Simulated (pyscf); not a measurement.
F–CH(F)–CH₂–CH₂–Br -> H₃C–CH₂–Br + difluorocarbene (F–C:–F) [singlet], a 1,1-elimination (singlet surface; C–C, C–H broken, C–H formed). PySCF, gas phase, ωB97X-D3(BJ)/def2-SVP geometries. Energies in kcal/mol from the reactant's lowest minimum found.

AM1 to PM7: differences of heats of formation from MOPAC. 

Q: In single points PM6 puts the saddle at 110.6 kcal/mol and the reaction energy at +38.9 kcal/mol. Should these be trusted to within a few kcal/mol? Compare with ωB97M-D3(BJ)/def2-TZVP.

A: ωB97M-D3(BJ)/def2-TZVP gives ΔE‡ = 125.2 kcal/mol and ΔE = +58.3 kcal/mol. PM6 lies 14.6 kcal/mol under it in the barrier and 19.5 kcal/mol under it in the reaction energy, so on this step it does not hold to within 3.0 kcal/mol. ωB97M-D3(BJ)/def2-TZVP has limits of its own. The same reactants have a lower exit, to •H₂C–CH₂–CH(F)–F + Br• (no saddle counted: cutting one bond costs +73.9 kcal/mol at ωB97M-D3(BJ), against +125.2 kcal/mol here). One saddle was located; it need not be the lowest between these sides. In the def2 sets elements up to Kr have no core potential.
